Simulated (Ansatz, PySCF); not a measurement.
System: C3H6, charge 0, singlet. C3H6 (prop-1-ene, SMILES C=CC).
B3LYP-D3(BJ)/def2-TZVP minimum from Ansatz (a program for electronic structure):
```xyz
9

C      1.2882     0.1370     0.0119
C      0.0047     0.4726     0.0011
H      1.6023    -0.9010     0.0124
H      2.0710     0.8846     0.0207
H     -0.2612     1.5267     0.0011
C     -1.1384    -0.4921    -0.0114
H     -0.7888    -1.5254    -0.0106
H     -1.7831    -0.3471     0.8604
H     -1.7673    -0.3432    -0.8940
```
Charge 0, spin multiplicity 1.

Total energies in hartree (Ansatz). Open shells are spin-unrestricted; no spin-orbit coupling. Correlated methods leave the cores frozen. No relativity. For partners of very few electrons the exact lower level stands in for a higher one.

| species | HF/cc-pVTZ | CCSD(T)/cc-pVTZ | HF/cc-pVQZ | CCSD(T)/cc-pVQZ | CCSD(T)/cc-pVDZ | CCSDT(Q)/cc-pVDZ |
|---|---|---|---|---|---|---|
| 1: C3H6 (SMILES C=CC) | -117.11649 | -117.68229 | -117.12419 | -117.71699 | -117.55627 | -117.55799 |
| 2: C (triplet) | -37.69157 | -37.78076 | -37.69331 | -37.78654 | -37.76038 | -37.76071 |
| 3: H (doublet) | -0.49981 | -0.49981 | -0.49995 | -0.49995 | -0.49928 | -0.49928 |

Q: Work out the enthalpy of formation at 298 K (by atomisation, with ideal-gas terms from PySCF's Hessian at B3LYP-D3(BJ)/def2-TZVP and the atoms' measured values of the G2/97 table; no spin-orbit terms) in kcal/mol: take Hartree-Fock from cc-pVQZ, extrapolate the CCSD(T) correlation energy as X^-3 (X = 3, 4), and add CCSDT(Q) - CCSD(T) in cc-pVDZ. The further terms named in the bracket sum to +1.37995 hartree. 1 hartree = 627.51 kcal/mol.

A: 
Species 1: correlation (64·(-0.59280) - 27·(-0.56580))/37 = -0.61250; step -0.00172; E1 = -117.12419 + (-0.61250) + (-0.00172) = -117.73841
Species 2: correlation (64·(-0.09323) - 27·(-0.08919))/37 = -0.09618; step -0.00033; E2 = -37.69331 + (-0.09618) + (-0.00033) = -37.78982
Species 3: correlation (64·(0.00000) - 27·(0.00000))/37 = 0.00000; step +0.00000; E3 = -0.49995 + (0.00000) + (+0.00000) = -0.49995
+1·E1 -3·E2 -6·E3 +1.37995 = 0.01070 hartree = 6.7 kcal/mol. Measured: 4.9 kcal/mol, 20.4 kJ/mol (Active Thermochemical Tables 1.112 (ions: stationary electron), as tabulated in the package chemicals); atomic spin-orbit terms, which the calculations lack, would raise the computed values. The composite differs from it by +1.8 kcal/mol; core, relativistic and spin-orbit terms are not in it.
